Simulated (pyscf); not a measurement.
PySCF, gas phase, ωB97X-D3(BJ)/def2-SVP geometries.

Q: Estimate the classical barrier height and the reaction energy of `[OH][SiH2][PH][OH]` → `[OH][PH][OH]` + `[SiH2]` [singlet] at ωB97X-D3(BJ)/def2-TZVP. The step runs on the singlet surface, breaks O–Si, P–Si and forms O–P; take the reactant's lowest minimum found as zero.

A: ΔE‡ = 301.7 kJ/mol, ΔE = +312.6 kJ/mol. CCSD(T)/def2-TZVPP + ΔMP2(QZVPP) gives 294.9 kJ/mol and +283.8 kJ/mol. Zero-point energy shifts the barrier by -1.6 kJ/mol. It is a 1,1-elimination, with an imaginary mode of 440i cm⁻¹. On the product side the descent ends in an adduct with a O–Si contact, 101.6 kJ/mol under the separated species and 90.8 kJ/mol under the saddle at ωB97X-D3(BJ)/def2-TZVP. At ωB97X-D3(BJ) the saddle lies under the separated products, which points to a path from their complex (located at ωB97X-D3(BJ) alone), and parting the products costs more than the saddle. What is counted as broken (O–Si) persists as a longer contact in the product adduct; parting that adduct is a step of its own. HO–SiH₂–PH–OH lies 118.2 kJ/mol over its isomer HO–SiH₂–O–PH₂, and others may lie lower still (electronic energy, ωB97M-D3(BJ)). This is the saddle that the search found; another between the same sides may lie lower. The CCSD(T) − MP2 part came from Ansatz, without density fitting, on the same reference.
